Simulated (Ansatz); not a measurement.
MgMeF (CH3FMg). Total charge 0; triplet. Geometry PBE-D4/def2-TZVP, that of the neutral singlet; atoms count from 1.

Cartesian coordinates in Å:
```
Mg 0.3002 0.2364 1.2325
C -0.1840 -0.1445 -0.7550
H -1.2447 0.0693 -0.9555
H -0.0016 -1.1982 -1.0151
H 0.4158 0.4759 -1.4380
F 0.7142 0.5611 2.9312
```

At PBE0-D4/def2-TZVP a singlet of charge 0 lies 4.61 eV below the triplet at the same geometry.

Question: Estimate the Mulliken populations from the PBE0/def2-TZVP orbitals of Ansatz.

Answer: 
```
atom  charge (e)  spin (α − β)
 Mg1        0.20          1.19
  C2       -0.25          0.72
  H3        0.19          0.02
  H4        0.19          0.02
  H5        0.19          0.02
  F6       -0.53          0.04
```
Mulliken values and Mayer orders depend strongly on the basis.

Question: Where does the spin sit?

Answer: Summed by element: Mg 1.19, C 0.72, H 0.05, F 0.04, of 2 unpaired in all. Largest on single atoms: Mg1 1.19, C2 0.72, F6 0.04.

Question: And the Mayer bond orders between bonded heavy atoms (over 0.3)?

Answer: Mg1–F6 0.80 (1.78 Å).
